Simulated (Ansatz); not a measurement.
[NH2···H···N], quartet: transfer scan

Starting geometry:

| atom | x (Å) | y (Å) | z (Å) |
| --- | --- | --- | --- |
| N | -1.0732 | -0.0184 | -0.0286 |
| H | -1.3705 | 0.9495 | -0.0286 |
| H | -1.3705 | -0.4207 | 0.8517 |
| H | -0.0607 | -0.0184 | -0.0286 |
| N | 1.2748 | -0.0184 | -0.0286 |

From there H4 is moved from one fragment to the other while all else, the fragments' distance too, stays fixed; atoms are numbered as listed. Energies are in kJ/mol, counted from the starting geometry at the same level.

Basis cc-pVDZ; Ansatz 0.2.0. Correlated methods freeze the noble-gas cores. Prefix R: restricted or restricted open-shell reference; prefix U: unrestricted.

For open shells CISD is restricted-active-space CI with the open shells as a complete middle space.

Full CI isn't at hand for all of this; UCCSDT(Q) serves as the reference, and is uncertain by about the last step of the cluster series.

```csv
distance N1-H4 (Å),CISD
0.942,1.4
1.012,0.0
1.055,9.7
1.097,23.8
1.139,40.1
1.181,56.1
1.224,68.8
1.266,82.3
1.308,92.8
```

Task: Estimate the UCCSDT(Q) curve in cc-pVDZ from this one, knowing how CISD errs.

Result: The computed UCCSDT(Q) values, in kJ/mol from the starting point, and the error of CISD against them:
| distance N1-H4 (Å) | UCCSDT(Q) | CISD less UCCSDT(Q) |
| --- | --- | --- |
| 0.942 | 5.1 | -3.8 |
| 1.012 | 0.0 | 0.0 |
| 1.055 | 7.0 | 2.7 |
| 1.097 | 18.1 | 5.8 |
| 1.139 | 31.3 | 8.8 |
| 1.181 | 45.0 | 11.1 |
| 1.224 | 58.4 | 10.4 |
| 1.266 | 70.7 | 11.6 |
| 1.308 | 83.0 | 9.7 |

The error spans 15.4 kJ/mol and is largest, 11.6 kJ/mol, at 1.266 Å.
